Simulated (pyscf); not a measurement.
Optimised with ωB97X-D3(BJ)/def2-SVP in PySCF.

Question: PBE/def2-TZVP puts the barrier of HP=SiH–PH₂ (SMILES P=[SiH]P) + H₂ (SMILES [H][H]) -> :HSi–PH₂ (SMILES [SiH]P) [singlet] + PH₃ (SMILES P) (concerted two-bond exchange; singlet surface; P–Si, H–H broken, H–P, H–P formed) at 26.0 kcal/mol and the reaction energy at +16.8 kcal/mol, from the separated reactants. What do B3LYP-D3(BJ)/def2-TZVP, PBE0-D3(BJ)/def2-TZVP, ωB97M-D3(BJ)/def2-TZVP give on the same structures?

Answer: B3LYP-D3(BJ): ΔE‡ = 32.3 kcal/mol, ΔE = +15.2 kcal/mol; PBE0-D3(BJ): ΔE‡ = 29.5 kcal/mol, ΔE = +17.2 kcal/mol; ωB97M-D3(BJ): ΔE‡ = 36.7 kcal/mol, ΔE = +12.5 kcal/mol. PBE's barrier lies under all of them, by 3.5 to 10.7 kcal/mol. Its reaction energy lies among theirs. Low barriers are usual for a GGA, whose delocalisation error favours stretched bonds. On the product side the descent ends in an adduct with a P–Si contact, 26.2 kcal/mol under the separated species and 45.2 kcal/mol under the saddle at ωB97X-D3(BJ)/def2-TZVP. What is counted as broken (P–Si) persists as a longer contact in the product adduct; parting that adduct is a step of its own. HP=SiH–PH₂ lies 15.9 kcal/mol over its isomer cyclic H₄P₂Si (SMILES [SiH2]1PP1) (electronic energy, ωB97M-D3(BJ)/def2-TZVP). :HSi–PH₂ [singlet] lies 11.4 kcal/mol over its isomer H₂Si=PH (electronic energy, ωB97M-D3(BJ)/def2-TZVP). This is the saddle that the search found; another between the same sides may lie lower.
